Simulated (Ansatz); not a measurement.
# Al(NH3)2H3 (AlN₂H₉): structure and electronic state

What does Al(NH3)2H3 (AlN₂H₉) look like as a singlet, and where do its frontier electrons sit?

Computed with Ansatz 0.2.0, Gaussian basis. Level: RKS PBE0-D4/def2-TZVP.

Levels to be run: relaxation at PBE-D4/def2-SVP; a search for the lowest solution at PBE0-D4/def2-SVP; a single point at PBE0-D4/def2-TZVP.

**1. The system as given**

12 atoms, charge 0, spin multiplicity 1.

Atoms are counted from 1 here; the program's logs count them from 0.

Bond lengths: Al1–N2 2.074 Å, Al1–N6 2.076 Å, Al1–H10 1.601 Å, Al1–H11 1.600 Å, Al1–H12 1.601 Å, N2–H3 1.015 Å, N2–H4 1.015 Å, N2–H5 1.015 Å, N6–H7 1.015 Å, N6–H8 1.015 Å, N6–H9 1.015 Å. Angles: N2–Al1–N6 179.8°, N2–Al1–H10 90.0°, N2–Al1–H11 90.1°, N2–Al1–H12 89.9°, N6–Al1–H10 89.9°, N6–Al1–H11 90.1°, N6–Al1–H12 89.9°, H10–Al1–H11 120.1°, H10–Al1–H12 120.0°, H11–Al1–H12 120.0°, Al1–N2–H3 109.9°, Al1–N2–H4 110.4°, Al1–N2–H5 109.7°, H3–N2–H4 109.0°, H3–N2–H5 108.9°, H4–N2–H5 108.9°, Al1–N6–H7 110.1°, Al1–N6–H8 109.7° and more.

The start is a GFN2-xTB geometry.

**2. Optimising with PBE-D4/def2-SVP**

in.yaml reads:

```yaml
crystal:
  periodic: [false, false, false]
  atoms:
    - {symbol: Al, position_ang: [-0.000250, 0.004340, 0.000790]}
    - {symbol: N, position_ang: [-0.002360, -0.014980, 2.075130]}
    - {symbol: H, position_ang: [-0.956060, 0.013600, 2.420060]}
    - {symbol: H, position_ang: [0.503710, 0.787050, 2.436740]}
    - {symbol: H, position_ang: [0.442940, -0.863210, 2.410050]}
    - {symbol: N, position_ang: [0.002540, 0.015790, -2.075180]}
    - {symbol: H, position_ang: [-0.950070, 0.020030, -2.424560]}
    - {symbol: H, position_ang: [0.476000, -0.812490, -2.420640]}
    - {symbol: H, position_ang: [0.484160, 0.838870, -2.422120]}
    - {symbol: H, position_ang: [1.600860, -0.017400, 0.001330]}
    - {symbol: H, position_ang: [-0.782720, 1.400190, 0.009390]}
    - {symbol: H, position_ang: [-0.818760, -1.371790, -0.010990]}
basis:
  gaussian: {orbitals: def2-SVP}
hamiltonian: {xc: pbe, dispersion: d4}
scf: {omitted_lower_state_checks: [starts]}
output: {orbitals: {seedname: orbitals}}
relax: {f_tol: 0.02, max_steps: 100}
```

On the command line:

```
> ansatz run in.yaml --threads 4 --pin off --events-out ev --progress --plain --max-ram 3916MiB
```

The runs that follow: Searching for the lowest solution, PBE0-D4/def2-SVP; Single point, PBE0-D4/def2-TZVP.

Q: Predict the results of all the runs planned. Wanted: point group; commonest bond, hydrogen aside; HOMO, LUMO at PBE0-D4/def2-TZVP; dipole at PBE-D4/def2-SVP.

As calculated:

```
                       quantity                           value
                    point group                             D3h
 commonest bond, hydrogen aside  Al–N, 2 of mean length 2.191 Å
HOMO, LUMO at PBE0-D4/def2-TZVP                  -6.72, 0.44 eV
      dipole at PBE-D4/def2-SVP                          0.00 D
```

**Reading.** The molecule keeps its bonding pattern by the stored test; the atoms moved 0.12 Å (rms). No usable vibrations, so a minimum isn't proven.
